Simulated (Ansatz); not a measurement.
Relaxation of BH5Si2 (8 atoms, charge 0, multiplicity 1), to a largest force component of 0.02 eV/Å in at most 50 steps.

Level of theory: RKS B3LYP-D4/def2-SVP in Ansatz.

```xyz
8
Properties=species:S:1:pos:R:3
B -1.660 0.630 -1.519
Si -0.319 0.856 -0.318
Si 0.875 -0.734 0.825
H -2.428 0.423 -2.355
H 0.078 2.205 0.122
H 0.336 -1.001 2.165
H 2.290 -0.380 0.997
H 0.828 -1.998 0.083
```

Problem. Where does it end, and by what steps?

Solution. It converged. The force dipped under the threshold on the way, but the program's further checks kept it going. After 13 steps the energy has fallen by 0.128 eV; H5 moved furthest, 0.37 Å.

| step | energy less start (eV) | largest force component (eV/Å) | accepted |
| --- | --- | --- | --- |
| 0 | 0.0000 | 0.737 | yes |
| 1 | -0.0808 | 0.405 | yes |
| 2 | -0.1070 | 0.090 | yes |
| 3 | -0.1153 | 0.084 | yes |
| 4 | -0.1180 | 0.069 | yes |
| 5 | -0.1214 | 0.081 | yes |
| 6 | -0.1139 | 0.234 | no |
| 7 | -0.1270 | 0.036 | yes |
| 8 | -0.1247 | 0.184 | no |
| 9 | -0.1276 | 0.018 | yes |
| 10 | -0.1280 | 0.051 | yes |
| 11 | -0.1279 | 0.037 | no |
| 12 | -0.1283 | 0.021 | yes |
| 13 | -0.1283 | 0.015 | yes |

```xyz
8
Properties=species:S:1:pos:R:3
B -1.517 0.542 -1.430
Si -0.104 1.051 -0.367
Si 0.860 -0.739 0.776
H -2.255 0.194 -2.300
H -0.203 2.380 0.296
H 0.325 -0.874 2.163
H 2.341 -0.577 0.859
H 0.553 -1.978 0.004
```

The run took 2.8 min on 1 CPU thread of a shared host.
